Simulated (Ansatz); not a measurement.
# AlH4OSi radical: basis-set convergence

An exercise on one series of results from a longer session: the logs are not shown, and one member is left open.

Method: one geometry, several basis sets; program: Ansatz 0.2.0, Gaussian basis.

Levels to be run: PBE0-D4/def2-SVP; ωB97M-V/def2-SVP; PBE0-D4/def2-QZVPP; ωB97M-V/def2-QZVPP; the functionals' def2-TZVPP values are taken from earlier runs.

## Structure used throughout

The geometry comes from an earlier relaxation with PBE0-D4 in a triple-zeta def2 set; it is a stationary point, not always the lowest conformer.

SMILES `[AlH][O][SiH3]`, 7 atoms, charge 0, spin multiplicity 2.

Atoms are counted from 1 here; the program's logs count them from 0.

Bond lengths: Al1–O2 1.689 Å, Al1–H4 1.608 Å, O2–Si3 1.627 Å, Si3–H5 1.487 Å, Si3–H6 1.487 Å, Si3–H7 1.488 Å. Angles: O2–Al1–H4 116.0°, Al1–O2–Si3 169.6°, O2–Si3–H5 110.0°, O2–Si3–H6 110.2°, O2–Si3–H7 110.3°, H5–Si3–H6 108.8°, H5–Si3–H7 108.7°, H6–Si3–H7 108.8°.

Set-up of the first run:

Input file in.yaml:

```yaml
crystal:
  periodic: [false, false, false]
  atoms:
    - {symbol: Al, position_ang: [-1.643687, -1.503655, -0.201117]}
    - {symbol: O, position_ang: [-0.403041, -0.368636, -0.047346]}
    - {symbol: Si, position_ang: [0.870949, 0.567401, 0.335828]}
    - {symbol: H, position_ang: [-2.580134, -1.352766, -1.500161]}
    - {symbol: H, position_ang: [1.204439, 1.463622, -0.802673]}
    - {symbol: H, position_ang: [0.554908, 1.401190, 1.526191]}
    - {symbol: H, position_ang: [2.057767, -0.275156, 0.643478]}
basis:
  gaussian: {orbitals: def2-SVP}
magnetization: {spin_polarized: true, initial_magnetization: 1}
hamiltonian: {xc: pbe0, dispersion: d4}
output: {orbitals: {seedname: orbitals}}
```

Among the steps run: PBE0-D4 in def2-SVP; ωB97M-V in def2-SVP; PBE0-D4 in def2-QZVPP; ωB97M-V in def2-QZVPP.

One table of the session follows, with a row left open; its other results are not shown here.

| functional | basis | HOMO (eV) | LUMO (eV) |
| --- | --- | --- | --- |
| PBE0-D4 | def2-SVP | -5.70 | -2.30 |
| PBE0-D4 | def2-TZVPP | -5.77 | -2.32 |
| PBE0-D4 | def2-QZVPP | ? | ? |
| ωB97M-V | def2-SVP | -7.33 | -0.83 |
| ωB97M-V | def2-TZVPP | -7.42 | -0.85 |
| ωB97M-V | def2-QZVPP | -7.46 | -0.94 |

Estimate the missing values for PBE0-D4, def2-QZVPP.

As computed: HOMO (eV): -5.78; LUMO (eV): -2.34. In the column «HOMO (eV)» it lies between ωB97M-V, def2-SVP (-7.33) and PBE0-D4, def2-TZVPP (-5.77).
